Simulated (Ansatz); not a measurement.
The first iterations of a band of CH$_{4}$BCl (7 atoms, charge 0, multiplicity 1).

All numbers below come from RKS PBE-D4/def2-SVP in Ansatz.

```json
{
 "movable images": "9",
 "climbing image": "yes",
 "spring": "5.0 eV/Å²",
 "optimiser": "quadratic models (default)",
 "start path": "through a guess of the saddle point",
 "force threshold": "0.2 eV/Å",
 "iteration limit": "60",
 "end points": "relaxed"
}
```

First end point:

```xyz
7
Properties=species:S:1:pos:R:3
B 0.244 -0.048 0.368
H -0.063 -0.332 1.510
C 1.726 0.026 -0.107
H 2.208 -0.962 0.072
H 1.872 0.314 -1.165
H 2.286 0.731 0.548
Cl -1.102 0.270 -0.726
```

Last end point:

```xyz
7
Properties=species:S:1:pos:R:3
B -1.549 0.022 0.502
H 1.284 0.223 1.034
C 2.036 0.060 0.238
H 1.956 -0.978 -0.135
H 1.853 0.766 -0.593
H 3.049 0.227 0.649
Cl -1.457 -0.320 -1.196
```

| iteration | highest image above the first end (eV) | largest band force component (eV/Å) |
| --- | --- | --- |
| 1 | 6.121 | 7.328 |
| 2 | 4.848 | 4.427 |
| 3 | 4.758 | 4.821 |
| 4 | 4.389 | 2.317 |

**Question.** Does the band converge within its limit, and where does its top end?

**Answer.** The run converged. It ended after 14 iterations with the highest image 4.168 eV above the first end. The threshold of 0.2 eV/Å is loose, so the images may lie well off the minimum-energy path. Neighbouring images differ by up to 2.1 eV, so the band resolves the path poorly. Another band between the same ends (9 images) ends at a top of the same energy, where a vibrational analysis finds 1 clearly imaginary mode. The orbitals stay closed-shell, which can raise the energy where a bond breaks towards radicals; this wasn't checked here.

Time of the run: 63 s on 1 thread of AMD EPYC 9R45 96-Core Processor (Zen 5), with other jobs on the host, peak memory 0.13 GiB.
